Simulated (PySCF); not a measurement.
**Gas-phase XPS of sulfanylsilane, computed**

Species: sulfanylsilane, H4SSi.
SMILES with atom numbers: `[SiH3:1][SH:2]`

Structure used (GFN2-xTB), in Å, numbered top down from 1:
```xyz
6
H4SSi angstrom
Si    -0.5801   -0.0095    0.0122
S      1.3945    0.8045   -0.2058
H     -0.6846   -0.5612    1.3569
H     -1.4397    1.1391   -0.2050
H     -0.7429   -1.0497   -0.9953
H      2.0558   -0.3213    0.0154
```

The calculation used PySCF 2.14.0, delta-SCF UKS SCAN, pcX-2 on the ionised atom, pcseg-1 elsewhere, spin-free X2C. Vertical ΔSCF values, vacuum level as zero.

Question: List the computed XPS lines with their assignment.

Answer: 
```tsv
atom(s)	bonded to	level	binding energy (eV)	2p1/2 (eV)	count
Si1	S and 3 H	Si 2p3/2	107.44	108.07	1
Si1	S and 3 H	Si 1s	1847.20	–	1
S2	H and Si	S 1s	2477.13	–	1
```

Question: Express the binding energy of S 1s of S2 in atomic units and per mole.

Answer: 2477.13 eV = 91.0328 Eh = 239007 kJ/mol.

Not every level is listed. Spin–orbit and ligand-field terms were added within each 2p shell after the spin-free SCF. 2p1/2 minus 2p3/2 (ligand field included): Si 0.62 eV. Geometry: GFN2-xTB; no solvent, vibrations or thermal averaging.
